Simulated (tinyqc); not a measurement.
A ladder of methods, and size consistency: correlation methods against full CI in the sto-6g basis, for H2O, spin multiplicity 1. Computed by the program tinyqc with PySCF. All electrons correlated; +Q is the Davidson correction (1 - c0^2) E_corr. The last columns treat two copies 100 angstrom apart as one system. FCI is the lowest singlet.

Geometry (angstrom):

| atom | x | y | z |
|---|---|---|---|
| O | 0.0000 | 0.0000 | 0.0000 |
| H | 0.0000 | 0.8300 | 0.6260 |
| H | 0.0000 | -0.8300 | 0.6260 |

RHF energy of one = -75.673433 hartree

Correlation energies (hartree):

| method | E_corr of one | share of FCI (%) | E_corr of two at 100 angstrom | two minus twice one (mhartree) |
|---|---|---|---|---|
| MP2 | -0.042952 | 70.0464 | -0.085903 | 0.0000 |
| CISD | -0.060100 | 98.0130 | -0.116178 | 4.0234 |
| CISD+Q | -0.062260 | 101.5348 | -0.123684 | 0.8362 |
| CCSD | -0.061146 | 99.7181 | -0.122292 | 0.0000 |
| CCSD(T) | -0.061235 | 99.8634 | -0.122470 | 0.0000 |
| FCI | -0.061319 | 100.0000 | - | - |

What does the comparison show, and why?

MP2 recovers 70 %, CISD 98.0 % and CCSD 99.7 % of the FCI value (c0^2 = 0.964 in CISD). MP2 and coupled cluster are size consistent, so their last column vanishes; CISD loses 4.02 mhartree, since a double excitation on each copy is a quadruple of the pair, and the Davidson correction leaves +0.84.
